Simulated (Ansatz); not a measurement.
Rock-salt MgS, treated with B3LYP (VWN-RPA form) (Ansatz, a quantum-chemistry and plane-wave program, PAW).

Numerical settings: plane-wave cutoff 520 eV, 10×10×10 k mesh, finite displacements, scalar-relativistic PAW data made under PBE.

Computed at the level's own relaxed cell.

Question: Predict the TO(Γ) frequency.

Answer: 
TO(Γ) frequency: 203 cm⁻¹

Measured, for comparison: zone-centre TO phonon frequency 240 cm⁻¹ (temperature not stated, not corrected to a static lattice; as tabulated in Chmeruk and Núñez-Valdez (2023), arXiv:2212.11645). Computed (rounded) less measured: zone-centre TO phonon frequency -15 %.

The result took around 50 core-minutes (rough).
